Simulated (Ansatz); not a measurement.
# H3O (doublet): inputs that go wrong at distance H1–H2 along a hydrogen transfer = 1.168 Å

3 inputs are run for H3O (doublet) as typed; the log has to tell whether the result can be used and what must change.

Program: Ansatz 0.2.0, Gaussian basis. Level of theory: the settings change from run to run. These are calculated values, not measurements.

6 further runs of the same task are left out: 6 that didn't finish.

### 1 What is computed

The geometry derives from fragments relaxed apart (PBE0/def2-TZVP) and kept rigid, so it is no stationary point. A hydrogen atom is moved between rigid fragments.

4 atoms, charge 0, spin multiplicity 2.

Atoms are counted from 1 here; the program's logs count them from 0.

Bond lengths: H2–O3 1.061 Å, O3–H4 0.973 Å. Angles: H2–O3–H4 105.0°.

### 2 Attempt 1

File in.yaml:

```yaml
crystal:
  periodic: [false, false, false]
  atoms:
    - {symbol: H, position_ang: [-2.068025, 0.049803, 0.000000]}
    - {symbol: H, position_ang: [-0.900025, 0.049803, 0.000000]}
    - {symbol: O, position_ang: [0.160975, 0.049803, 0.000000]}
    - {symbol: H, position_ang: [0.412834, -0.890147, 0.000000]}
basis:
  gaussian: {orbitals: STO-3G}
magnetization: {spin_polarized: false, initial_magnetization: 1}
correlation: {method: sc_nevpt2, electrons: all, active_space: {window: {electrons: 1, orbitals: 3}, states: [{multiplicity: 2, weights: [0.5, 1, 1, 0.5]}], root: 3}}
```

Command:

```bash
> ansatz run in.yaml --threads 1 --pin off --events-out ev --progress --plain --max-ram 2393MiB
```

The log of the run:

```text
Functional definition: HF
  name "HF"
  cite "Fock, Z. Phys. 61, 126 (1930) doi:10.1007/BF01340294"
  parent pbe
  exchange = exact_x
  correlation = 0
107 factors; integrals over basis functions are off by at most 6.0e-8 eV
mean field evaluation 1: about -2050.5716 eV, gradient 1.7e1 eV
mean field evaluation 2: about -2050.6099 eV, gradient 1.8e1 eV
mean field evaluation 4: about -2051.9430 eV, gradient 2.0e0 eV
mean field evaluation 8: about -2051.9903 eV, gradient 5.2e-5 eV
mean field -2051.99027352 eV, -75.4092516629 hartree, gradient 1.7e-6 eV, S^2 0.750000; 0 other end points of the search recorded, 0 dependent functions left out
reference -2051.99027352 eV, -75.4092516629 hartree; 6, 5 occupied and 2, 3 virtual orbitals, 107 factors
Error: 4 states are sought, and the space of determinants holds 3 states of this symmetry and spin
```

It took 0.06 s on 1 thread of Arm Neoverse V1, shared host.

What is wrong: The run stopped with an error. It says: «4 states are sought, and the space of determinants holds 3 states of this symmetry and spin». Cure: ask for fewer states or enlarge the space.

### 3 Attempt 2

File in.yaml:

```yaml
crystal:
  periodic: [false, false, false]
  atoms:
    - {symbol: H, position_ang: [-2.068025, 0.049803, 0.000000]}
    - {symbol: H, position_ang: [-0.900025, 0.049803, 0.000000]}
    - {symbol: O, position_ang: [0.160975, 0.049803, 0.000000]}
    - {symbol: H, position_ang: [0.412834, -0.890147, 0.000000]}
basis:
  gaussian: {orbitals: 6-31G, point_charges: [{charge: -1.00, position_ang: [3.563, -0.650, -0.621]}]}
magnetization: {spin_polarized: false, initial_magnetization: 1}
correlation: {method: fic_mrcisd_q, electrons: outside_noble_gas, active_space: {window: {electrons: 3, orbitals: 3}, states: [{multiplicity: 2, weights: [-1, 1]}]}}
accuracy: high
```

Launched as before.

The log of the run:

```text
Error: set 0 asks for 2 states and needs as many positive weights; it has [-1.0, 1.0]
```

It took 0.03 s on 1 thread of Arm Neoverse V1, shared host.

Diagnosis: The run was refused. The list of states asked for (weights, spin or count) can't be met. Fix: mend what the message names.

### 4 Attempt 3

File in.yaml:

```yaml
crystal:
  periodic: [false, false, false]
  atoms:
    - {symbol: H, position_ang: [-2.068025, 0.049803, 0.000000]}
    - {symbol: H, position_ang: [-0.900025, 0.049803, 0.000000]}
    - {symbol: O, position_ang: [0.160975, 0.049803, 0.000000]}
    - {symbol: H, position_ang: [0.412834, -0.890147, 0.000000]}
basis:
  gaussian: {orbitals: 6-31G}
magnetization: {spin_polarized: false, initial_magnetization: 1}
correlation: {method: sc_nevpt2, electrons: valence, active_space: {window: {electrons: 7, orbitals: 2}}}
```

Same command.

The log of the run:

```text
Functional definition: HF
  name "HF"
  cite "Fock, Z. Phys. 61, 126 (1930) doi:10.1007/BF01340294"
  parent pbe
  exchange = exact_x
  correlation = 0
171 factors; integrals over basis functions are off by at most 5.2e-4 eV
mean field evaluation 1: about -2078.2716 eV, gradient 2.8e1 eV
mean field evaluation 2: about -2078.2727 eV, gradient 2.8e1 eV
mean field evaluation 4: about -2080.3068 eV, gradient 2.7e0 eV
mean field evaluation 8: about -2080.3899 eV, gradient 1.6e-4 eV
mean field -2080.38985718 eV, -76.4529171126 hartree, gradient 1.8e-6 eV, S^2 0.750000; 0 other end points of the search recorded, 0 dependent functions left out
reference -2080.38985718 eV, -76.4529171126 hartree; 6, 5 occupied and 9, 10 virtual orbitals, 171 factors
Error: 7 electrons in 2 orbitals form no window around the highest filled level of the reference
```

Wall time 0.06 s (1 thread of Arm Neoverse V1, shared host).

**Diagnosis.** The run stopped with an error. The active window can't be built from these electrons and orbitals. To mend it, choose counts that fit the spin, the electrons and the basis.

### 5 Summary

```
attempt                level                ended                                                                                        cause    time
      1   NEVPT2(1,3)/STO-3G  stopped by an error  4 states are sought, and the space of determinants holds 3 states of this symmetry and spin  0.06 s
      2  MRCISD+Q(3,3)/6-31G              refused                           the list of states asked for (weights, spin or count) can't be met  0.03 s
      3    NEVPT2(7,2)/6-31G  stopped by an error                           the active window can't be built from these electrons and orbitals  0.06 s
```

2 stopped by an error, 1 refused.
